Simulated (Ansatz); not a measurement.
# CH₄MgSi: one structure at several levels

An exercise on one series of results from a longer session: the logs are not shown, and one member is left open.

The runs use Ansatz 0.2.0, Gaussian basis; single points in def2-TZVPP.

Correlated methods freeze the cores. The outer core shell of Li, Na, Mg and K is correlated.

## The system as given

SMILES `[MgH][CH]=[SiH2]`, 7 atoms, charge 0, spin multiplicity 1.

Atoms are counted from 1 here; the program's logs count them from 0.

Bond lengths: Mg1–C2 2.098 Å, Mg1–H4 1.594 Å, C2–Si3 1.743 Å, C2–H5 1.118 Å, Si3–H6 1.542 Å, Si3–H7 1.487 Å. Angles: C2–Mg1–H4 165.9°, Mg1–C2–Si3 123.2°, Mg1–C2–H5 121.8°, Si3–C2–H5 114.9°, C2–Si3–H6 120.8°, C2–Si3–H7 134.5°, H6–Si3–H7 104.6°.

As a file:

```xyz
7
charge 0, multiplicity 1
Mg   -1.7209   -0.2840   -1.0555
C     0.1860   -0.7304   -0.3023
Si    1.0854    0.3539    0.7242
H    -3.0813    0.4165   -1.5030
H     0.7081   -1.6877   -0.5483
H     0.4908    1.7102    1.1546
H     2.4042    0.2889    1.4088
```

The first run:

run/in.yaml

```yaml
crystal:
  periodic: [false, false, false]
  atoms:
    - {symbol: Mg, position_ang: [-1.720900, -0.284000, -1.055500]}
    - {symbol: C, position_ang: [0.186000, -0.730400, -0.302300]}
    - {symbol: Si, position_ang: [1.085400, 0.353900, 0.724200]}
    - {symbol: H, position_ang: [-3.081300, 0.416500, -1.503000]}
    - {symbol: H, position_ang: [0.708100, -1.687700, -0.548300]}
    - {symbol: H, position_ang: [0.490800, 1.710200, 1.154600]}
    - {symbol: H, position_ang: [2.404200, 0.288900, 1.408800]}
basis:
  gaussian: {orbitals: def2-TZVPP}
correlation: {method: ccsd_t}
output: {forces: true}
```

No record of the launch command was kept for these runs.

Steps of the session up to this table: CCSD(T)/def2-TZVPP; PBE0-D4/def2-TZVPP; wB97M-V/def2-TZVPP; r2SCAN-D4/def2-TZVPP; PBE-D4/def2-TZVPP; revPBE-D4/def2-TZVPP; B97M-V/def2-TZVPP.

One of the session's tables, all rows but one given; the rest of the session is left out.

| method | RMS force component (eV/Å) | angle to CCSD(T) forces (°) | dipole (D) |
| --- | --- | --- | --- |
| CCSD(T) | 0.582 | reference | 1.21 |
| PBE0-D4 | 0.634 | 15.2 | 1.08 |
| wB97M-V | 0.646 | 18.4 | 1.06 |
| r2SCAN-D4 | ? | ? | ? |
| PBE-D4 | 0.579 | 13.3 | 1.10 |
| revPBE-D4 | 0.570 | 12.8 | 1.14 |
| B97M-V | 0.635 | 15.0 | 1.31 |

Q: Estimate the row for r2SCAN-D4 from the others.

As computed: RMS force component (eV/Å): 0.619; angle to CCSD(T) forces (°): 12.0; dipole (D): 1.15. In the column «RMS force component (eV/Å)» it lies between CCSD(T) (0.582) and PBE0-D4 (0.634).
